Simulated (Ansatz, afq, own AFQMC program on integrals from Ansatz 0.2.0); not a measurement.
AFQMC on a folder of integrals that Ansatz 0.2.0 wrote.

```yaml
crystal:
  periodic: [false, false, false]
  atoms:
    - {symbol: O, position_ang: [0.000000, -0.121638, 0.081110]}
    - {symbol: H, position_ang: [0.000000, 1.475066, -2.189730]}
    - {symbol: H, position_ang: [0.000000, 0.455733, 0.902250]}
basis:
  gaussian: {orbitals: 6-31G}
total_charge: 1
magnetization: {spin_polarized: true, initial_magnetization: 1}
correlation: {method: ccsd_t, electrons: outside_noble_gas, hamiltonian_folder: ham}
```

```sh
$ ansatz run in.yaml --threads 1 --pin off --events-out ev --progress --plain --max-ram 15360MiB --backend cuda --devices 0, --max-vram 18GiB
```

afq runs on the folder ham with

```
--method free --trial mp1 --walkers 50 --time-step 0.05 --max-blocks 30 --target-error 0.00128 --factor-cut 1e-05 --seed 8291 --times 0,0.5,1,2 --taylor-order 1
```

Times are imaginary, in 1/Eh. The walk had a cap of 60 s.

```
orbitals 12  electrons 4 3  factors 56 of 141
reference energy -75.44861934 Eh
CCSD correlation -0.07259371 Eh in 23 cycles, weight of the determinant in the CISD state 0.8263
repeat  energy at the last time / Eh  error
    10  -75.512605  0.002934
    20  -75.516897  0.002184
    30  -75.514211  0.003021
time / (1/Eh)  energy / Eh  error  mean overlap
  0.00  -75.521158  0.000247  1.0218
  0.50  -75.518007  0.000393  10.1086
  1.00  -75.515626  0.000583  104.3586
  2.00  -75.514211  0.003021  12701.9927
energy -75.514211 +/- 0.003021 Eh
```

The run failed at least one of its tests; the cautions name the faults.

Against this walk (error 82.2 meV) on the same determinant: CCSD(T) 210.1 meV lower, CCSDT(Q) 262.1 meV lower, CCSDTQ 260.4 meV lower, full CI 260.6 meV lower. The error is statistical, and a free projection of finite length keeps a remainder of its start. The determinant has ⟨S²⟩ = 1.74, so the low cluster orders mix in higher spin, and so can this walk.

A setting was made bad on purpose (series of the exponential too short), so the walk's energy isn't to be trusted.

Cautions: remainder of the start not in the error; start is not spin pure; phase noise grows fast; error above the target (82.2 against 34.8 meV); strong correlation (T1 0.093, weight of the determinant 0.83, largest double 0.16); unrestricted determinant spin contaminated (⟨S²⟩ 1.74 against 0.75); the time-step error isn't removed.

CCSDT and higher add their correlation energy to the determinant of the CCSD(T) run, since their own runs factorise the integrals more tightly (a shift of under 2 meV). A walk keeps the symmetry of its determinant, which the program's search chose and which needn't be the lowest solution, so a lower state of the same spin and another symmetry isn't excluded.
